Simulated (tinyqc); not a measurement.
Extended Hueckel theory, for SiH3+, step by step. The parameters take no account of the charge, which enters only through the electron count. One step of it, computed by the program tinyqc.

Question. Mulliken analysis. P = C n C^T; charge = valence electrons (Si 4, H 1) minus the sum of (P S)_ii on the atom; overlap population = 2 sum P_ij S_ij between two atoms.

coefficients, order 1Si 3s, 1Si 3px, 1Si 3py, 1Si 3pz, 2H 1s, 3H 1s, 4H 1s:
```
[[0.603897, -0.000021, 0.000000, 0.101868, 0.000000, -0.001326, 1.242628],
 [0.000003, 0.434283, 0.000000, 0.000009, 0.000000, 1.236602, 0.001580],
 [0.000000, 0.000000, 0.434284, 0.000000, 1.236198, 0.000000, 0.000000],
 [-0.002281, -0.000007, 0.000000, 0.992149, 0.000000, 0.000180, -0.178358],
 [0.268692, 0.551831, 0.000000, -0.030530, 0.000000, -0.940712, -0.726498],
 [0.268580, -0.276035, 0.478024, -0.030530, -0.815067, 0.471641, -0.724451],
 [0.268580, -0.276035, -0.478024, -0.030530, 0.815067, 0.471641, -0.724451]]
```

occupations: [2.000000, 2.000000, 2.000000, 0.000000, 0.000000, 0.000000, 0.000000]

overlap S, order 1Si 3s, 1Si 3px, 1Si 3py, 1Si 3pz, 2H 1s, 3H 1s, 4H 1s:
```
[[1.000000, 0.000000, 0.000000, 0.000000, 0.413077, 0.412894, 0.412894],
 [0.000000, 1.000000, 0.000000, 0.000000, 0.517513, -0.258759, -0.258759],
 [0.000000, 0.000000, 1.000000, 0.000000, 0.000000, 0.448000, -0.448000],
 [0.000000, 0.000000, 0.000000, 1.000000, -0.054808, -0.054771, -0.054771],
 [0.413077, 0.517513, 0.000000, -0.054808, 1.000000, 0.038587, 0.038587],
 [0.412894, -0.258759, 0.448000, -0.054771, 0.038587, 1.000000, 0.038581],
 [0.412894, -0.258759, -0.448000, -0.054771, 0.038587, 0.038581, 1.000000]]
```

Give: charges; Overlap populations.

Answer.

charges: [1.370, -0.123, -0.123, -0.123]

Overlap populations:
```
pair      value
2-1    0.764315
3-1    0.764113
3-2   -0.012372
4-1    0.764113
4-2   -0.012372
4-3   -0.012373
```
